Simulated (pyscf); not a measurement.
**Routes from `[OH][PH][OH]` + `[H][H]`**

Candidate steps break at most two bonds and form at most two. Each was searched with GFN2-xTB (tblite) first. PySCF, gas phase, ωB97X-D3(BJ)/def2-SVP geometries. Energies: ωB97M-D3(BJ)/def2-TZVP, kJ/mol, from the separated reactants, singlet surface; ΔG‡ with ideal gas, 1 atm, RRHO with modes under 100 cm⁻¹ raised to 100, one conformer, R ln 2 for chiral ones without a mode under 150 cm⁻¹.

```csv
products,type,ΔE‡,ΔE,ΔG‡ 298 K,ΔG‡ 900 K,ν‡ (cm⁻¹)
HO–PH–OH + H₂,"four-centre exchange (H–P, H–H broken, H–P, H–H formed)",229.9,0.0,261.1,339.2,1661i
HO–PH₂ + H₂O,four-centre exchange,257.9,+21.1,293.3,367.0,996i
HO–PH–OH + H₂,"four-centre exchange (H–O, H–H broken, H–O, H–H formed)",283.8,0.0,306.9,374.1,2733i
```

Plain bond fissions and candidates not yet searched are not listed, and one of them may be faster. Each barrier is that of the saddle found; lower ones may exist.
